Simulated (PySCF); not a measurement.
Geometry (Å), atoms numbered from 1 in this order:
```xyz
18

C     0.756    1.746   -0.979
C     0.260    0.673   -0.351
C     0.935   -0.671   -0.451
C     1.342   -1.267    0.892
C    -0.992    0.764    0.483
C    -2.107   -0.178    0.040
H     0.265    2.722   -0.916
H     1.669    1.685   -1.578
H     0.260   -1.377   -0.968
H     1.821   -0.574   -1.098
H     1.860   -2.228    0.756
H     0.473   -1.454    1.542
H     2.022   -0.591    1.434
H    -0.740    0.552    1.538
H    -1.356    1.804    0.463
H    -2.388    0.008   -1.008
H    -3.006   -0.043    0.660
H    -1.810   -1.236    0.122
```

Geometry: PBE0-D3(BJ)/def2-SVP; GIAO shifts from PySCF 2.14, gas phase, non-relativistic, averaged over equivalent atoms.

At B97-2/pcSseg-1 (162 basis functions, 28 s wall time on 1 thread of an x86-64 server CPU, shared host):
| atoms | δ (ppm) |
| --- | --- |
| C2 | 157.6 |
| C1 | 114.3 |
| C3/C5 | 30.9 |
| C4/C6 | 14.6 |
| H7/H8 | 4.95 |
| H9/H10/H14/H15 | 2.09 |
| H11/H12/H13/H16/H17/H18 | 0.99 |

Chemical shifts δ = σref − σ; 13C (183.69 ppm), 1H (31.38 ppm) vs TMS, all at this level.

Question: Estimate the result of repeating the calculation with PBE0/pcSseg-1.

Answer: 
```tsv
atoms	δ at PBE0/pcSseg-1	change
C2	161.2	+3.6
C1	117.2	+2.9
C3/C5	30.8	-0.1
C4/C6	14.0	-0.6
H7/H8	5.01	+0.06
H9/H10/H14/H15	2.09	+0.00
H11/H12/H13/H16/H17/H18	0.97	-0.02
```

Referencing at the same level of theory: 13C (184.41 ppm) and 1H (31.27 ppm) vs TMS.

The largest change is at C2 (fully substituted alkene carbon). Cost: 162 basis functions, 32 s wall time on 1 thread of an x86-64 server CPU, shared host. The order of the carbon signals is the same at both levels.
